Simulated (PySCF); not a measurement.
**SF2: BP86 against PBE0**

Base calculation in PySCF with density fitting and no spin–orbit coupling, BP86/def2-TZVP (no relativity): singlet, C2v, S–F 1.622 Å (×2); F–S–F 99.5°; wavenumbers 321, 765, 791 cm⁻¹; dipole moment 1.07 D, gap between the highest occupied and lowest empty levels 2.87 eV, polar-tensor charge of S 0.89 e, atomisation energy (no zero-point energy) 794 kJ/mol.

Q: What changes on going to PBE0/def2-TZVP (no relativity)?

A: The point group stays the same. Changes: mean bond to S -0.032 Å, smallest bond angle -0.9 degrees, highest wavenumber +71 cm⁻¹, lowest wavenumber +33 cm⁻¹, dipole moment 0.00 D, gap between the highest occupied and lowest empty levels +2.65 eV, polar-tensor charge of S +0.05 e, atomisation energy (no zero-point energy) -72 kJ/mol. The new structure has S–F 1.590 Å (×2); F–S–F 98.6°, with wavenumbers 354, 835, 862 cm⁻¹.

The structures come from searches over a few start shapes, so lower isomers are not excluded.
